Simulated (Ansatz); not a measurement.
Energy needed to pull apart C₂H₃F (SMILES C=CF), closed shell, into free ground-state atoms, from the structure below (displaced at random from its PBE0-D4/def2-TZVP minimum); no zero-point or spin–orbit terms; open-shell atoms are treated unrestricted, in their ground-state multiplicity.

```
6
angstrom
C -0.5913 0.1024 -0.3632
C 0.4971 -0.0874 0.4326
F 1.0297 -1.1141 0.8011
H -1.2197 -0.7863 -0.7743
H -0.8016 1.1737 -0.8804
H 1.1210 0.7657 0.8114
```

Computed with Ansatz 0.2.0 (basis: def2-TZVPP); correlated methods freeze the cores.

```
   method  atomization energy (kJ/mol)
   PBE-D4                         2387
r2SCAN-D4                            ?
  PBE0-D4                         2322
  wB97M-V                            ?
       HF                         1652
      MP2                         2290
     CCSD                         2204
  CCSD(T)                         2244
```

(1) What does r2SCAN-D4 give? (An estimate is asked for; the value comes from the calculation.)

(2) What does wB97M-V give? (To be estimated.)

T1 diagnostic: at most 0.013. The restricted Hartree–Fock reference is unstable towards an unrestricted one here.

## Answers

(1) By the calculation: 2314 kJ/mol, which is about 70 kJ/mol more than CCSD(T)/def2-TZVPP.

(2) By the calculation: 2308 kJ/mol, which is about 64 kJ/mol more than CCSD(T)/def2-TZVPP.

In triple zeta the MP2 and coupled-cluster atomization energies are still short of their basis limit by a few kcal/mol a bond, whereas those of the functionals are nearly converged, so these differences are not deviations from converged CCSD(T).

For scale, one of the runs: CCSD(T)/def2-TZVPP forces, 135 basis functions (an equivalent command: `ansatz run in.yaml --threads 2`). Time: 90 s of wall clock on 2 CPU threads; the host was shared. Peak host memory: 1.3 GiB.
